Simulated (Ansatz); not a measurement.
Cost and result for the atomization energy of C₄H₇NO, SMILES `CN/C=C/C=O` (13 atoms, 12 bonds).

Cartesian coordinates in Å:
```
C 2.238 0.298 0.056
N 0.864 0.720 0.134
C -0.180 -0.095 -0.089
C -1.488 0.170 0.130
C -2.473 -0.821 -0.210
O -3.671 -0.712 -0.065
H 2.316 -0.543 -0.634
H 2.638 -0.016 1.027
H 2.861 1.107 -0.331
H 0.675 1.603 0.579
H 0.089 -1.062 -0.512
H -1.826 1.109 0.556
H -2.044 -1.757 -0.642
```

Total charge 0; spin multiplicity 1. All single points use the PBE0-D4/def2-TZVP geometry. It is one conformer, not always the lowest. Program: Ansatz. All runs use 4 threads of an Arm Neoverse V1 on a shared host. Times are those of one run each, without the atoms' runs, and a repeat can differ threefold. Electronic energies, without spin–orbit coupling; frozen cores. CCSD(T)/CBS adds CCSD(T) − MP2 in def2-TZVPP to the MP2 limit, and its time is that of the two runs behind it. T1 = 0.015. B3LYP takes the VWN-RPA correlation (the form of Gaussian; ORCA's B3LYP/G).

CCSD(T)/CBS is a level of theory with its own doubt, some kJ/mol a heavy atom from the limit and from the frozen cores, so smaller differences don't rank the functionals.

| level | functions | wall time | atomization (kcal/mol) | difference from CCSD(T)/CBS | per bond |
| --- | --- | --- | --- | --- | --- |
| LDA (SPW92)/def2-TZVPP | 284 | 1.6 s | 1507.9 | 217.9 | 18.2 |
| revPBE-D4/def2-TZVPP | 284 | 2.6 s | 1306.9 | 16.9 | 1.4 |
| PBE0-D4/def2-TZVPP | 284 | 3.5 s | 1308.2 | 18.2 | 1.5 |
| BHLYP-D4/def2-TZVPP | 284 | 3.7 s | 1250.4 | -39.6 | -3.3 |
| CAM-B3LYP-D4/def2-TZVPP | 284 | 4.1 s | 1303.6 | 13.6 | 1.1 |
| r2SCAN-D4/def2-TZVPP (with forces) | 284 | 5.5 s | 1300.9 | 10.9 | 0.9 |
| B3LYP-D4/def2-TZVPP (with forces) | 284 | 6 s | 1300.9 | 10.9 | 0.9 |
| B97M-V/def2-TZVPP | 284 | 11 s | 1298.3 | 8.3 | 0.7 |
| CCSD(T)/def2-SVP | 119 | 13 s | 1232.5 | -57.5 | -4.8 |
| ωB97M-V/def2-TZVPP (with forces) | 284 | 14 s | 1298.4 | 8.4 | 0.7 |
| MP2/def2-QZVPP | 552 | 44 s | 1304.0 | 14.0 | 1.2 |
| CCSD(T)/def2-TZVPP | 284 | 6.9 min | 1256.0 | -34.0 | -2.8 |
| CCSD(T)/CBS(def2) | – | 7.6 min | 1290.0 | 0.0 | 0.0 |

From BLYP to BHLYP (50 % exact exchange), in def2-TZVPP and without D4, the atomization energy moves by −50.9 kcal/mol: exact exchange takes away binding that semilocal exchange gives to molecules. In def2-TZVPP, CCSD(T) changes the Hartree–Fock value by +340.2 kcal/mol (the triples alone add +23.4 kcal/mol) and MP2 by +368.1 kcal/mol; breaking electron pairs costs correlation energy, which Hartree–Fock lacks. The D4 term adds +8.4 kcal/mol with B3LYP and +4.4 kcal/mol with PBE0; it sums over pairs of atoms, weighted by their polarisabilities, and B3LYP, whose exchange is more repulsive, gets the larger term.
